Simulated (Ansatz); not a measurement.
## Energy profile

The step: SiNH₅ ([NH2][SiH3]) → SiH₂ + NH₃ (still joined by a long Si–N bond); bonds formed: N2–H3; bonds broken: Si1–H3; bonds weakened to dative contacts: Si1–N2 (atoms numbered as in the saddle structure below).

| atom | x (Å) | y (Å) | z (Å) |
| --- | --- | --- | --- |
| Si1 | -0.5815 | -0.1707 | 0.8281 |
| N2 | 0.4305 | -0.0827 | -0.7625 |
| H3 | -0.6000 | -0.9554 | -0.5905 |
| H4 | -1.3509 | 1.1036 | 0.6922 |
| H5 | 0.3289 | 0.0586 | 2.0014 |
| H6 | 0.5452 | 0.7459 | -1.3365 |
| H7 | 1.2278 | -0.6994 | -0.8322 |

Electronic energies by CCSD(T) at an estimated basis limit (MP2 extrapolated from triple and quadruple zeta, plus CCSD(T) − MP2 in triple zeta), on PBE0-D4/def2-TZVP structures; SiNH5, singlet; no counterpoise correction. Ansatz 0.2.0; basis: def2-TZVPP and def2-QZVPP; cores frozen in the correlated methods. Extrapolation: Hartree–Fock as exp(−7.88 √X), correlation as X^−2.97.

Give the profile in eV, counted from the start structure. (To be estimated.)

The calculation gives:
```csv
point,eV
start structure,0.000
saddle,3.267
end structure,1.610
"separated: SiH2 (Si1, H4, H5; singlet) + NH3 (N2, H3, H6, H7; singlet)",2.866
```

The T1 diagnostic stays at or below 0.015. The restricted Hartree–Fock reference is unstable towards an unrestricted one at one or more of these structures.

Losses and insertions of silylenes and their heavier kin drive the gas-phase chemistry of silicon and germanium vapour deposition.

Labels in which every atom is bracketed show which atoms are joined, not bond orders.

For scale, one of the runs: CCSD(T)/def2-TZVPP, 143 basis functions, launched by `ansatz run in.yaml --threads 2 --pin off --events-out ev --progress --plain --max-ram 4352MiB`. Hardware: 2 CPU threads of an Arm Neoverse V2, shared host. Wall time 6.5 s; peak host memory 0.79 GiB.
